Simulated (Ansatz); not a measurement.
**C3H5FS: basis-set convergence**

How large a basis does C3H5FS need? Two functionals are run in growing sets.

Method: one geometry, several basis sets; program: Ansatz 0.2.0, Gaussian basis.

Plan: PBE0-D4/def2-SVP; ωB97M-V/def2-SVP; PBE0-D4/def2-QZVPP; ωB97M-V/def2-QZVPP; the functionals' def2-TZVPP values are taken from earlier runs.

## 1. The geometry

All runs share one geometry, relaxed beforehand with PBE0-D4/def2-TZVP.

SMILES `C=C(F)CS`, 10 atoms, charge 0, spin multiplicity 1.

Atoms are counted from 1 here; the program's logs count them from 0.

Bond lengths: C1–C2 1.320 Å, C1–H6 1.082 Å, C1–H7 1.081 Å, C2–F3 1.345 Å, C2–C4 1.481 Å, C4–S5 1.819 Å, C4–H8 1.089 Å, C4–H9 1.092 Å, S5–H10 1.342 Å. Angles: C2–C1–H6 121.0°, C2–C1–H7 119.9°, H6–C1–H7 119.1°, C1–C2–F3 120.0°, C1–C2–C4 128.0°, F3–C2–C4 112.0°, C2–C4–S5 113.4°, C2–C4–H8 109.7°, C2–C4–H9 110.4°, S5–C4–H8 105.7°, S5–C4–H9 109.2°, H8–C4–H9 108.2°, C4–S5–H10 96.2°.

## 2. PBE0-D4 in def2-SVP

in.yaml

```yaml
crystal:
  periodic: [false, false, false]
  atoms:
    - {symbol: C, position_ang: [-0.482070, 1.145064, 1.136016]}
    - {symbol: C, position_ang: [0.164578, 0.159598, 0.541206]}
    - {symbol: F, position_ang: [1.409290, -0.162998, 0.936639]}
    - {symbol: C, position_ang: [-0.309983, -0.707469, -0.561200]}
    - {symbol: S, position_ang: [0.616544, -0.480870, -2.110123]}
    - {symbol: H, position_ang: [-0.025187, 1.706769, 1.939490]}
    - {symbol: H, position_ang: [-1.481375, 1.403892, 0.816729]}
    - {symbol: H, position_ang: [-1.345314, -0.465480, -0.798923]}
    - {symbol: H, position_ang: [-0.264036, -1.757907, -0.265495]}
    - {symbol: H, position_ang: [1.800753, -0.891899, -1.631539]}
basis:
  gaussian: {orbitals: def2-SVP}
hamiltonian: {xc: pbe0, dispersion: d4}
output: {orbitals: {seedname: orbitals}}
```

Run with:

```sh
$ ansatz run in.yaml --threads 4 --pin off --events-out ev --progress --plain --max-ram 10444MiB
```

Further steps of the session: ωB97M-V in def2-SVP; PBE0-D4 in def2-QZVPP; ωB97M-V in def2-QZVPP.

Q: Predict the results of all the runs planned. Wanted: PBE0-D4: double and triple zeta above quadruple; ωB97M-V: double and triple zeta above quadruple.

**Answer**, as computed:

| quantity | value |
| --- | --- |
| PBE0-D4: double and triple zeta above quadruple | 11.28, 0.65 eV |
| ωB97M-V: double and triple zeta above quadruple | 11.49, 0.62 eV |

PBE0-D4 gains 10.63 eV from double to triple zeta, then 0.65 eV more. These are total energies; as a rule much of such shifts cancels in differences, which this series doesn't test. The LUMO of ωB97M-V is positive and keeps falling with the basis (2.36 to 1.62 eV): an unbound level that the basis holds in place.
